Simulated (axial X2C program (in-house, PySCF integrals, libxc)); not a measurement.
# Spectroscopic constants of SiC

Calculated with an axial X2C code built on PySCF integrals. Spin-free means the one-electron spin-free X2C Hamiltonian; two-component (2c) means X2C with spin–orbit coupling and atomic mean-field two-electron Coulomb and Gaunt terms, so the difference of the two also holds small scalar two-electron terms. Basis: Si dyall-v3z [8s7p2d1f], C dyall-v3z [7s6p2d1f] (cores contracted in-house); Gaussian nuclei, density fitting, unrestricted open shells. Masses: Si 27.977 u, C 12.000 u.

The run was started with this input:
```json
{"zs": [14, 6], "q": 0, "bas": ["dyall-v3z", "dyall-v3z"], "levels": ["PBE0", "HF", "BP86"], "cc": true, "r0": 1.74, "thr": -2.0, "nmax": 90, "npts": 10, "nst": 2, "ntry": 6}
```
```bash
python so2c.py task.json out
```

Keys: zs atomic numbers; q charge; bas basis sets; levels methods; cc coupled cluster on or off; r0 starting distance in Å; thr threshold in hartree for freezing inner shells (an s shell follows its p shell); nmax most natural virtual spinors; npts points on the curve; nst determinants followed; ntry starts of the search. HF also brings MP2.

State, spin-free: M_S = 1, Λ = 1 (beyond evenly filled blocks: σα, π+α, π+β, π-α); electrons by block: σα: 7, σβ: 6, π+α: 2, π+β: 2, π-α: 2, π-β: 1. Fragments: Si + C.

State, 2c: Ω = 2 (⟨Sz⟩ = 1.00, ⟨Lz⟩ = 1.00 at PBE0); electrons by block: 1/2: 9, -1/2: 8, 3/2: 2, -3/2: 1. Fragments: Si + C.

| Hamiltonian | level | Re (Å) | ωe (cm⁻¹) | ωexe (cm⁻¹) | Be (cm⁻¹) | αe (cm⁻¹) | De (eV) | D0 (eV) | μ (D) |
| --- | --- | --- | --- | --- | --- | --- | --- | --- | --- |
| 2c | PBE0 | 1.718 | 982.5 | 7.36 | 0.6803 | 0.00587 | 4.28 | 4.22 | -1.58 |
| 2c | HF | 1.761 | 823.7 | 5.06 | 0.6477 | 0.00629 | 2.55 | 2.50 | -0.67 |
| 2c | CCSD | 1.720 | 982.3 | 6.98 | 0.6788 | 0.00583 | 3.81 | 3.75 | n/a |
| 2c | CCSD(T) | 1.723 | 989.8 | 6.24 | 0.6762 | 0.00529 | 4.04 | 3.98 | n/a |
| 2c | BP86 | 1.737 | 941.5 | 5.86 | 0.6653 | 0.00558 | 4.61 | 4.55 | -1.71 |

Spin-free values that have a 2c row agree with it to the digits that matter (0.001 Å, 0.01 eV) and are not repeated.

Correlated methods: 8 electrons correlated (number of frozen shells: Si 2 s, 1 p; C 1 s), 144 virtual spin orbitals or spinors in MP2, 90 natural virtuals in coupled cluster.

Dipoles are positive if C is the positive end.

One determinant describes the state; a PBE0 search over occupations chose it and may have missed a lower one. De is counted from the lowest determinant-based energies of the atoms at the same level, without counterpoise correction. Density functionals use the spin component along the axis (collinear). Coupled cluster ran in a truncated set of natural virtual spinors; the MP2 energy of the rest was added. (T) has no such correction and the atoms are truncated less, which lowers De at CCSD(T) by a hundredth of an eV or more. The 2c atoms are single determinants rather than J levels; their spin–orbit lowering is only partly caught, and De is too large by that part. This holds for PBE0, CCSD, CCSD(T), BP86. PBE0 can misorder states that lie within some tenths of an eV, so this need not be the ground state of the molecule. The nearest other 2c determinant of the search, Ω = 1, lies 0.29 eV up at the distance of the search. The functionals have no current-density term, which raises determinants with orbital currents, atoms included. With several unpaired electrons one determinant need not be a pure state. Open-shell Ω = 0 determinants with evenly filled partner blocks cannot be reached by this program, so the Ω shown need not be the lowest component. The determinant is spin-polarised beyond a pure state at some levels (its spin-free form has ⟨S²⟩ too high), which makes Re and μ there less reliable. The T1 diagnostic is large, a sign of multireference character.

No reliable constants came from MP2 (2c), MP2 (spin-free): no minimum in range, unconverged points, a curve that is not smooth, a change of character along it, or the two Hamiltonians disagreeing along it.

Rough cost a point (2c) on 1 thread(s) of a shared host, integrals apart: PBE0 0.26 s, HF 0.1 s, CCSD(T) 5 s, BP86 0.18 s.

The whole task took 87 s on 1 thread of Intel(R) Xeon(R) Processor @ 2.30GHz, on a shared host.
